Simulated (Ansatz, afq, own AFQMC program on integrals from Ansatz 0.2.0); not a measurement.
# BOF (singlet): quantum Monte Carlo beside coupled cluster, def2-TZVP

How near does AFQMC come to the top of the ladder for BOF (singlet)?

Method: def2-TZVP, frozen cores; program: Ansatz 0.2.0, Gaussian basis, and an in-house AFQMC program (afq) on its integrals; all values are calculated.

To be run: PBE (unrestricted); r2SCAN (unrestricted); PBE0 (unrestricted); B3LYP (unrestricted); CCSD(T) on RHF; wB97M-V (unrestricted); B2PLYP (unrestricted); CCSDT(Q) on RHF; CCSD(T) on RHF; CCSD(T) on RHF; Phaseless AFQMC, CISD trial on RHF; UHF.

## Step 1: What is computed

The geometry is a PBE0/def2-SVP stationary point (not a proven minimum).

3 atoms, charge 0, spin multiplicity 1.

Atoms are counted from 1 here; the program's logs count them from 0.

Bond lengths: O1–B2 1.205 Å, B2–F3 1.283 Å. Angles: O1–B2–F3 179.9°.

## Step 2: PBE (unrestricted)

File in.yaml:

```yaml
crystal:
  periodic: [false, false, false]
  atoms:
    - {symbol: O, position_ang: [0.982895, -0.564726, 0.479847]}
    - {symbol: B, position_ang: [0.020491, -0.012286, 0.009945]}
    - {symbol: F, position_ang: [-1.003385, 0.577022, -0.489792]}
basis:
  gaussian: {orbitals: def2-TZVP}
magnetization: {spin_polarized: true, initial_magnetization: 0}
hamiltonian: {xc: {name: PBE}}
output: {orbitals: {seedname: orbitals}}
```

Launch:

```bash
$ ansatz run in.yaml --threads 1 --pin off --events-out ev --progress --plain --max-ram 5632MiB --backend cpu
```

Log:

```text
Functional definition: PBE
  name "PBE"
  cite "Perdew, Burke & Ernzerhof, Phys. Rev. Lett. 77, 3865 (1996) doi:10.1103/PhysRevLett.77.3865"
  parent pbe
  parameter kappa = 0.804
  parameter beta = 0.06672455060314922
  exchange = pbe_x(kappa = kappa, mu = beta*pi^2/3)
  correlation = pbe_c(beta = beta)
476 factors; their error is unknown
mean field evaluation 1: about -5431.6492 eV, gradient 4.8e1 eV
mean field evaluation 2: about -5363.6751 eV, gradient 1.3e2 eV
mean field evaluation 4: about -5438.6133 eV, gradient 1.3e1 eV
mean field evaluation 8: about -5439.0695 eV, gradient 1.1e-1 eV
mean field evaluation 16: about -5439.0695 eV, gradient 7.9e-6 eV
mean field -5439.06952182 eV, -199.8821181932 hartree, gradient 7.9e-6 eV, S^2 0.000000; 0 other end points of the search recorded, 0 dependent functions left out
reference -5439.06955515 eV, -199.8821194180 hartree; 11, 11 occupied and 82, 82 virtual orbitals, 476 factors
Total energy: -5439.06955515 eV, -199.8821194180 hartree
```

Run time: 1 s. Hardware: 1 thread of AMD EPYC 7R13 (Zen 3), shared host; peak memory 0.73 GiB.

From the report: ⟨S²⟩ of the determinant 0.000 (pure singlet: 0.00).

## Step 3: r2SCAN (unrestricted)

Changes to in.yaml since step 2:

```diff
@@ -9,3 +9,2 @@
 magnetization: {spin_polarized: true, initial_magnetization: 0}
-hamiltonian: {xc: {name: PBE}}
-output: {orbitals: {seedname: orbitals}}
+hamiltonian: {xc: {name: r2SCAN}}
```

Same command.

Log:

```text
Functional definition: r2SCAN
  name "r2SCAN"
  cite "Furness, Kaplan, Ning, Perdew & Sun, J. Phys. Chem. Lett. 11, 8208 (2020) doi:10.1021/acs.jpclett.0c02405"
  cite "Furness, Kaplan, Ning, Perdew & Sun, J. Phys. Chem. Lett. 11, 9248 (2020) doi:10.1021/acs.jpclett.0c03077"
  parent r2scan
  parameter k0 = 0.174
  parameter k1 = 0.065
  parameter a1 = 4.9479
  exchange = r2scan_x(k0 = k0, k1 = k1, a1 = a1)
  correlation = r2scan_c
476 factors; their error is unknown
mean field evaluation 1: about -5435.6466 eV, gradient 4.5e1 eV
mean field evaluation 2: about -5392.1941 eV, gradient 1.1e2 eV
mean field evaluation 4: about -5442.0035 eV, gradient 8.9e0 eV
mean field evaluation 8: about -5442.2052 eV, gradient 8.9e-2 eV
mean field evaluation 16: about -5442.2052 eV, gradient 3.1e-6 eV
mean field -5442.20516459 eV, -199.9973509396 hartree, gradient 3.1e-6 eV, S^2 0.000000; 0 other end points of the search recorded, 0 dependent functions left out
reference -5442.20517629 eV, -199.9973513696 hartree; 11, 11 occupied and 82, 82 virtual orbitals, 476 factors
Total energy: -5442.20517629 eV, -199.9973513696 hartree
```

Wall time 1.8 s (1 thread of AMD EPYC 7R13 (Zen 3), shared host); peak memory 0.73 GiB.

From the report: ⟨S²⟩ of the determinant 0.000 (pure singlet: 0.00).

## Step 4: PBE0 (unrestricted)

Changes to in.yaml since step 3:

```diff
@@ -9,2 +9,3 @@
 magnetization: {spin_polarized: true, initial_magnetization: 0}
-hamiltonian: {xc: {name: r2SCAN}}
+hamiltonian: {xc: {name: PBE0}}
+output: {orbitals: {seedname: orbitals}}
```

Launched as before.

Log:

```text
Functional definition: PBE0
  name "PBE0"
  cite "Adamo & Barone, J. Chem. Phys. 110, 6158 (1999) doi:10.1063/1.478522"
  cite "Perdew, Burke & Ernzerhof, Phys. Rev. Lett. 77, 3865 (1996) doi:10.1103/PhysRevLett.77.3865"
  parent pbe
  parameter a = 0.25
  parameter kappa = 0.804
  parameter beta = 0.06672455060314922
  exchange = (1 - a)*pbe_x(kappa = kappa, mu = beta*pi^2/3) + a*exact_x
  correlation = pbe_c(beta = beta)
476 factors; their error is unknown
mean field evaluation 1: about -5433.2661 eV, gradient 4.2e1 eV
mean field evaluation 2: about -5410.1758 eV, gradient 8.7e1 eV
mean field evaluation 4: about -5438.9048 eV, gradient 5.2e0 eV
mean field evaluation 8: about -5438.9914 eV, gradient 9.4e-2 eV
mean field -5438.99140295 eV, -199.8792473778 hartree, gradient 5.1e-5 eV, S^2 0.000000; 0 other end points of the search recorded, 0 dependent functions left out
reference -5438.99142693 eV, -199.8792482587 hartree; 11, 11 occupied and 82, 82 virtual orbitals, 476 factors
Total energy: -5438.99142693 eV, -199.8792482587 hartree
```

It took 0.99 s on 1 thread of AMD EPYC 7R13 (Zen 3), shared host; peak memory 0.73 GiB.

From the report: ⟨S²⟩ of the determinant 0.000 (pure singlet: 0.00).

## Step 5: B3LYP (unrestricted)

Changes to in.yaml since step 4:

```diff
@@ -9,3 +9,2 @@
 magnetization: {spin_polarized: true, initial_magnetization: 0}
-hamiltonian: {xc: {name: PBE0}}
-output: {orbitals: {seedname: orbitals}}
+hamiltonian: {xc: {name: B3LYP}}
```

Same command.

Log, cut to the lines that bear on the results:

```text
Functional definition: B3LYP
  name "B3LYP"
  cite "Stephens, Devlin, Chabalowski & Frisch, J. Phys. Chem. 98, 11623 (1994) doi:10.1021/j100096a001"
  cite "Becke, Phys. Rev. A 38, 3098 (1988) doi:10.1103/PhysRevA.38.3098"
  cite "Lee, Yang & Parr, Phys. Rev. B 37, 785 (1988) doi:10.1103/PhysRevB.37.785"
  cite "Vosko, Wilk & Nusair, Can. J. Phys. 58, 1200 (1980) doi:10.1139/p80-159"
[...]
476 factors; their error is unknown
[...]
mean field -5444.92338439 eV, -200.0972436745 hartree, gradient 2.8e-6 eV, S^2 0.000000; 0 other end points of the search recorded, 0 dependent functions left out
reference -5444.92356376 eV, -200.0972502663 hartree; 11, 11 occupied and 82, 82 virtual orbitals, 476 factors
Total energy: -5444.92356376 eV, -200.0972502663 hartree
```

It took 1.1 s on 1 thread of AMD EPYC 7R13 (Zen 3), shared host; peak memory 0.73 GiB.

From the report: ⟨S²⟩ of the determinant 0.000 (pure singlet: 0.00).

## Step 6: CCSD(T) on RHF

Changes to in.yaml since step 5:

```diff
@@ -8,3 +8,3 @@
   gaussian: {orbitals: def2-TZVP}
-magnetization: {spin_polarized: true, initial_magnetization: 0}
-hamiltonian: {xc: {name: B3LYP}}
+magnetization: {spin_polarized: false}
+correlation: {method: ccsd_t, electrons: outside_noble_gas, hamiltonian_folder: ham}
```

Launch:

```bash
$ ansatz run in.yaml --threads 1 --pin off --events-out ev --progress --plain --max-ram 16896MiB --backend cuda --devices 0, --max-vram 18GiB
```

Log, cut to the lines that bear on the results:

```text
Functional definition: HF
  name "HF"
  cite "Fock, Z. Phys. 61, 126 (1930) doi:10.1007/BF01340294"
  parent pbe
[...]
619 factors; integrals over basis functions are off by at most 1.1e-3 eV
[...]
mean field -5419.57444329 eV, -199.1656872713 hartree, gradient 2.7e-6 eV, S^2 0.000000; 0 other end points of the search recorded, 0 dependent functions left out
3 core orbitals not correlated: weight in the atoms' cores, before any rotation towards them, 1.000 or more for the frozen orbitals, at most 0.000 for the correlated occupied ones
reference -5419.57444329 eV, -199.1656872713 hartree; 8, 8 occupied and 82, 82 virtual orbitals, 619 factors
second order -15.42031460 eV of doubles, -0.00000000 eV of singles
cycle   1  -14.91043329 eV  change    5.1e-1 eV  update   9.6e-2
[...]
cycle   9  -15.35034704 eV  change   -5.4e-6 eV  update   6.4e-6
perturbative correction -0.56512844 eV, -0.0207680873 hartree
Total energy: -5435.48991877 eV, -199.7505702073 hartree
```

Run time: 6 s. Hardware: 1 × NVIDIA H100 80GB HBM3 with 1 thread of AMD EPYC 7R13 (Zen 3), shared host; peak host memory 0.77 GiB.

From the report: correlation -15.9155 eV; T1 0.016; largest double amplitude 0.04.

This run also writes the integrals to the folder ham.

## Step 7: wB97M-V (unrestricted)

Changes to in.yaml since step 6:

```diff
@@ -8,3 +8,4 @@
   gaussian: {orbitals: def2-TZVP}
-magnetization: {spin_polarized: false}
-correlation: {method: ccsd_t, electrons: outside_noble_gas, hamiltonian_folder: ham}
+magnetization: {spin_polarized: true, initial_magnetization: 0}
+hamiltonian: {xc: {name: wB97M-V}}
+output: {orbitals: {seedname: orbitals}}
```

Launch:

```bash
$ ansatz run in.yaml --threads 1 --pin off --events-out ev --progress --plain --max-ram 5632MiB --backend cpu
```

Log, cut to the lines that bear on the results:

```text
Functional definition: wB97M-V
  name "wB97M-V"
  cite "Mardirossian & Head-Gordon, J. Chem. Phys. 144, 214110 (2016) doi:10.1063/1.4952647"
  cite "Becke, J. Chem. Phys. 107, 8554 (1997) doi:10.1063/1.475007"
  cite "Vydrov & Van Voorhis, J. Chem. Phys. 133, 244103 (2010) doi:10.1063/1.3521275"
  # Of w^i u^j: cxij and so on, Table III.
[...]
  gx(w, u) = 1 - cx + cx01*u + cx10*w
  gss(w, u) = css00 + css04*u^4 + css10*w + css20*w^2 + css43*w^4*u^3
  gos(w, u) = cos00 + cos10*w + (cos20 + cos21*u)*w^2 + (cos60 + cos61*u)*w^6
[...]
      + integral(e_c_pw_mod_opposite_spin*gos(b97_w_opposite, b97_u_opposite)) + vv10(b, c)
476 factors; their error is unknown
100 factors; integrals over basis functions are off by at most 4.3e-5 eV
[...]
mean field -5443.46544007 eV, -200.0436652093 hartree, gradient 2.7e-5 eV, S^2 0.000000; 0 other end points of the search recorded, 0 dependent functions left out
reference -5443.46547967 eV, -200.0436666646 hartree; 11, 11 occupied and 82, 82 virtual orbitals, 476 factors
Total energy: -5443.46547967 eV, -200.0436666646 hartree
```

Run time: 3 s. Hardware: 1 thread of AMD EPYC 7R13 (Zen 3), shared host; peak memory 0.73 GiB.

From the report: ⟨S²⟩ of the determinant 0.000 (pure singlet: 0.00).

## Step 8: B2PLYP (unrestricted)

Changes to in.yaml since step 7:

```diff
@@ -9,3 +9,3 @@
 magnetization: {spin_polarized: true, initial_magnetization: 0}
-hamiltonian: {xc: {name: wB97M-V}}
-output: {orbitals: {seedname: orbitals}}
+hamiltonian: {xc: {name: B2PLYP}}
+correlation: {electrons: outside_noble_gas}
```

Launched as before.

Log, cut to the lines that bear on the results:

```text
Functional definition: B2PLYP
  name "B2PLYP"
  cite "Grimme, J. Chem. Phys. 124, 034108 (2006) doi:10.1063/1.2148954"
  cite "Becke, Phys. Rev. A 38, 3098 (1988) doi:10.1103/PhysRevA.38.3098"
  cite "Lee, Yang & Parr, Phys. Rev. B 37, 785 (1988) doi:10.1103/PhysRevB.37.785"
[...]
619 factors; integrals over basis functions are off by at most 1.1e-3 eV
[...]
mean field -5436.59018127 eV, -199.7910041085 hartree, gradient 7.8e-6 eV, S^2 0.000000; 0 other end points of the search recorded, 0 dependent functions left out
3 core orbitals not correlated: weight in the atoms' cores, before any rotation towards them, 1.000 or more for the frozen orbitals, at most 0.000 for the correlated occupied ones
reference -5436.59029154 eV, -199.7910081608 hartree; 8, 8 occupied and 82, 82 virtual orbitals, 619 factors
second order -18.60248439 eV of doubles, -0.00000000 eV of singles
Total energy: -5441.61296232 eV, -199.9755879076 hartree
```

It took 1.5 s on 1 thread of AMD EPYC 7R13 (Zen 3), shared host; peak memory 0.73 GiB.

From the report: ⟨S²⟩ of the determinant 0.000 (pure singlet: 0.00).

## Step 9: CCSDT(Q) on RHF

Changes to in.yaml since step 8:

```diff
@@ -8,4 +8,3 @@
   gaussian: {orbitals: def2-TZVP}
-magnetization: {spin_polarized: true, initial_magnetization: 0}
-hamiltonian: {xc: {name: B2PLYP}}
-correlation: {electrons: outside_noble_gas}
+magnetization: {spin_polarized: false}
+correlation: {method: ccsdt_q, electrons: outside_noble_gas}
```

Launch:

```bash
$ ansatz run in.yaml --threads 1 --pin off --events-out ev --progress --plain --max-ram 16896MiB --backend cuda --devices 0, --max-vram 18GiB
```

Log, cut to the lines that bear on the results:

```text
Functional definition: HF
  name "HF"
  cite "Fock, Z. Phys. 61, 126 (1930) doi:10.1007/BF01340294"
  parent pbe
[...]
1114 factors; integrals over basis functions are off by at most 2.5e-7 eV
[...]
mean field -5419.57445675 eV, -199.1656877659 hartree, gradient 2.8e-6 eV, S^2 0.000000; 0 other end points of the search recorded, 0 dependent functions left out
3 core orbitals not correlated: weight in the atoms' cores, before any rotation towards them, 1.000 or more for the frozen orbitals, at most 0.000 for the correlated occupied ones
reference -5419.57445675 eV, -199.1656877659 hartree; 8, 8 occupied and 82, 82 virtual orbitals, 1114 factors
second order -15.42033037 eV of doubles, -0.00000000 eV of singles
cycle   1  -14.91043075 eV  change    5.1e-1 eV  update   1.1e-1
[...]
cycle  14  -15.91889161 eV  change   -2.8e-7 eV  update   4.9e-7
perturbative correction -0.03523899 eV, -0.0012950090 hartree
Total energy: -5435.52858734 eV, -199.7519912511 hartree
```

Wall time 25 s (1 × NVIDIA H100 80GB HBM3 with 1 thread of AMD EPYC 7R13 (Zen 3), shared host); peak host memory 0.82 GiB.

From the report: correlation -15.9541 eV; T1 0.016; largest double amplitude 0.04.

## Step 10: CCSD(T) on RHF

Changes to in.yaml since step 9:

```diff
@@ -7,4 +7,4 @@
 basis:
-  gaussian: {orbitals: def2-TZVP}
+  gaussian: {orbitals: def2-TZVPP}
 magnetization: {spin_polarized: false}
-correlation: {method: ccsdt_q, electrons: outside_noble_gas}
+correlation: {method: ccsd_t, electrons: outside_noble_gas}
```

The command is unchanged.

Log, cut to the lines that bear on the results:

```text
Functional definition: HF
  name "HF"
  cite "Fock, Z. Phys. 61, 126 (1930) doi:10.1007/BF01340294"
  parent pbe
[...]
619 factors; integrals over basis functions are off by at most 1.1e-3 eV
[...]
mean field -5419.57444329 eV, -199.1656872713 hartree, gradient 2.7e-6 eV, S^2 0.000000; 0 other end points of the search recorded, 0 dependent functions left out
3 core orbitals not correlated: weight in the atoms' cores, before any rotation towards them, 1.000 or more for the frozen orbitals, at most 0.000 for the correlated occupied ones
reference -5419.57444329 eV, -199.1656872713 hartree; 8, 8 occupied and 82, 82 virtual orbitals, 619 factors
second order -15.42031460 eV of doubles, -0.00000000 eV of singles
cycle   1  -14.91043329 eV  change    5.1e-1 eV  update   9.6e-2
[...]
cycle   9  -15.35034704 eV  change   -5.4e-6 eV  update   6.4e-6
perturbative correction -0.56512844 eV, -0.0207680873 hartree
Total energy: -5435.48991877 eV, -199.7505702073 hartree
```

Wall time 3.2 s (1 × NVIDIA H100 80GB HBM3 with 1 thread of AMD EPYC 7R13 (Zen 3), shared host); peak host memory 0.77 GiB.

From the report: correlation -15.9155 eV; T1 0.016; largest double amplitude 0.04.

## Step 11: CCSD(T) on RHF

Changes to in.yaml since step 10:

```diff
@@ -7,3 +7,3 @@
 basis:
-  gaussian: {orbitals: def2-TZVPP}
+  gaussian: {orbitals: "def2-QZVPP.json"}
 magnetization: {spin_polarized: false}
```

Launched as before.

Log, cut to the lines that bear on the results:

```text
Functional definition: HF
  name "HF"
  cite "Fock, Z. Phys. 61, 126 (1930) doi:10.1007/BF01340294"
  parent pbe
[...]
1083 factors; integrals over basis functions are off by at most 8.3e-4 eV
[...]
mean field -5419.83570340 eV, -199.1752884034 hartree, gradient 1.5e-6 eV, S^2 0.000000; 0 other end points of the search recorded, 0 dependent functions left out
3 core orbitals not correlated: weight in the atoms' cores, before any rotation towards them, 1.000 or more for the frozen orbitals, at most 0.000 for the correlated occupied ones
reference -5419.83570340 eV, -199.1752884034 hartree; 8, 8 occupied and 160, 160 virtual orbitals, 1083 factors
second order -16.75392775 eV of doubles, -0.00000000 eV of singles
cycle   1  -16.09329800 eV  change    6.6e-1 eV  update   9.6e-2
[...]
cycle   9  -16.54560096 eV  change   -6.1e-6 eV  update   6.7e-6
perturbative correction -0.64997025 eV, -0.0238859661 hartree
Total energy: -5437.03127461 eV, -199.8072139897 hartree
```

Wall time 3.9 s (1 × NVIDIA H100 80GB HBM3 with 1 thread of AMD EPYC 7R13 (Zen 3), shared host); peak host memory 0.78 GiB.

From the report: correlation -17.1956 eV; T1 0.015; largest double amplitude 0.04.

## Step 12: Phaseless AFQMC, CISD trial on RHF

It reads the integrals that the CCSD(T) run on this determinant wrote.

Launch:

```bash
$ afq ham --method phaseless --trial cisd --walkers 4000 --populations 20 --least-time 60 --time-step 0.005 --steps-per-block 50 --equilibration-blocks 28 --max-blocks 4000 --target-error 0.00024 --factor-cut 1e-05 --seed 861 --release-times 0.24,0.51,0.99,1.5 --release-step 0.03 --release-every 4 --taylor-order 6
```

Log:

```text
orbitals 90  electrons 8 8  factors 619 of 619
reference energy -199.16568727 Eh
CCSD correlation -0.56411476 Eh in 11 cycles, weight of the determinant in the CISD state 0.8771
energy of the start -199.729820 Eh
 block  time / (1/Eh)  mean weight  energy / Eh
     1     0.250  0.9995  -199.727566
     2     0.500  1.0001  -199.738078
     3     0.750  0.9998  -199.742325
     4     1.000  0.9999  -199.745174
     5     1.250  1.0007  -199.747696
     6     1.500  1.0001  -199.749064
     7     1.750  1.0005  -199.747140
     8     2.000  0.9998  -199.749678
     9     2.250  1.0000  -199.752266
    10     2.500  0.9997  -199.752087
    11     2.750  1.0000  -199.752858
    13     3.250  1.0000  -199.749671
    15     3.750  1.0000  -199.753164
    17     4.250  1.0003  -199.753738
    19     4.750  1.0002  -199.752234
    21     5.250  1.0004  -199.750894
    23     5.750  0.9997  -199.752213
    25     6.250  1.0004  -199.750616
    27     6.750  1.0004  -199.750335
    29     7.250  1.0000  -199.753439
    31     7.750  1.0001  -199.752521
    33     8.250  0.9994  -199.751232
    35     8.750  0.9998  -199.752266
    37     9.250  1.0005  -199.751768
    39     9.750  1.0001  -199.752655
    41    10.250  0.9999  -199.752533
    43    10.750  1.0001  -199.752047
    45    11.250  1.0001  -199.751834
    47    11.750  0.9996  -199.752469
    49    12.250  0.9998  -199.750453
    51    12.750  1.0006  -199.750849
    53    13.250  0.9994  -199.751794
    55    13.750  0.9995  -199.750427
    57    14.250  1.0006  -199.751074
    59    14.750  0.9998  -199.752622
    61    15.250  0.9991  -199.751247
    63    15.750  0.9988  -199.750748
    65    16.250  1.0003  -199.754122
    67    16.750  1.0000  -199.751031
    69    17.250  0.9994  -199.752509
    71    17.750  1.0001  -199.751988
    73    18.250  1.0004  -199.752518
    75    18.750  0.9998  -199.751580
    77    19.250  0.9994  -199.751698
    79    19.750  1.0003  -199.751959
    81    20.250  1.0004  -199.750613
    83    20.750  1.0002  -199.750082
    85    21.250  0.9999  -199.752368
    87    21.750  1.0001  -199.748988
    89    22.250  0.9999  -199.750396
    91    22.750  0.9999  -199.752946
    93    23.250  0.9995  -199.753633
    95    23.750  0.9998  -199.747862
    97    24.250  0.9995  -199.753583
    99    24.750  1.0001  -199.752870
   101    25.250  1.0001  -199.750288
   103    25.750  0.9999  -199.751082
   105    26.250  1.0003  -199.751183
error from the spread of 20 populations
released: time / (1/Eh)  energy / Eh  error  mean overlap
  0.24  -199.751653  0.000176  0.9956
  0.51  -199.751584  0.000206  0.9922
  0.99  -199.751751  0.000292  0.9799
  1.50  -199.751595  0.000434  0.9700
energy -199.751620 +/- 0.000274 Eh
```

Wall time 3.6 min (1 × NVIDIA H100 80GB HBM3 with 2 threads of AMD EPYC 7R13 (Zen 3), shared host); peak host memory 1.6 GiB.

Energy -5435.5185 ± 0.0075 eV. Caveats: constraint bias not in the error.

## Step 13: UHF

File in.yaml:

```yaml
crystal:
  periodic: [false, false, false]
  atoms:
    - {symbol: O, position_ang: [0.982895, -0.564726, 0.479847]}
    - {symbol: B, position_ang: [0.020491, -0.012286, 0.009945]}
    - {symbol: F, position_ang: [-1.003385, 0.577022, -0.489792]}
basis:
  gaussian: {orbitals: def2-TZVP}
magnetization: {spin_polarized: true, initial_magnetization: 0}
hamiltonian: {xc: hf}
output: {orbitals: {seedname: orbitals}}
```

Launch:

```bash
$ ansatz run in.yaml --threads 1 --pin off --events-out ev --progress --plain --max-ram 16896MiB --backend cuda --devices 0, --max-vram 18GiB
```

Log:

```text
Functional definition: HF
  name "HF"
  cite "Fock, Z. Phys. 61, 126 (1930) doi:10.1007/BF01340294"
  parent pbe
  exchange = exact_x
  correlation = 0
604 factors; their error is unknown
mean field evaluation 1: about -5415.9721 eV, gradient 3.1e1 eV
mean field evaluation 2: about -5417.4116 eV, gradient 2.6e1 eV
mean field evaluation 4: about -5419.4804 eV, gradient 1.1e0 eV
mean field evaluation 8: about -5419.5744 eV, gradient 3.3e-2 eV
mean field -5419.57440190 eV, -199.1656857502 hartree, gradient 1.5e-5 eV, S^2 0.000000; 0 other end points of the search recorded, 0 dependent functions left out
reference -5419.57440190 eV, -199.1656857502 hartree; 11, 11 occupied and 82, 82 virtual orbitals, 604 factors
Total energy: -5419.57440190 eV, -199.1656857502 hartree
```

It took 3 s on 1 × NVIDIA H100 80GB HBM3 with 1 thread of AMD EPYC 7R13 (Zen 3), shared host; peak host memory 1.6 GiB.

From the report: ⟨S²⟩ of the determinant 0.000 (pure singlet: 0.00).

## Step 14: All levels side by side

On the RHF determinant, counted from CCSDT(Q) (a yardstick, not exact):

| level | energy (eV) | from CCSDT(Q) (meV) | statistical error (meV) | time |
| --- | --- | --- | --- | --- |
| HF | -5419.5744 | +15954.1 |  |  |
| MP2 | -5434.9948 | +533.8 |  |  |
| CCSD | -5434.9248 | +603.8 |  |  |
| CCSD(T) | -5435.4899 | +38.7 |  |  |
| CCSDT(Q) | -5435.5286 | 0.0 |  |  |
| Phaseless AFQMC, CISD trial, step 0.005, 4000 walkers | -5435.5185 | +10.1 | 7.5 | 3.6 min |

The functionals' totals stand on their own zeros and serve differences with other points: PBE -5439.070 eV; r2SCAN -5442.205 eV; PBE0 -5438.991 eV; B3LYP -5444.924 eV; wB97M-V -5443.465 eV; B2PLYP -5441.613 eV.

## Step 15: Outcome

| quantity | value |
| --- | --- |
| CCSD(T) on RHF from CCSDT(Q) | +38.7 meV |
| Phaseless AFQMC, CISD trial on RHF from CCSDT(Q) | +10.1 ± 7.5 meV |

What this shows: On RHF the phaseless walk with the CISD trial lies +10.1 meV from CCSDT(Q), within three error bars. Error bars are statistical and leave out the constraint, the time step and what remains of the start.
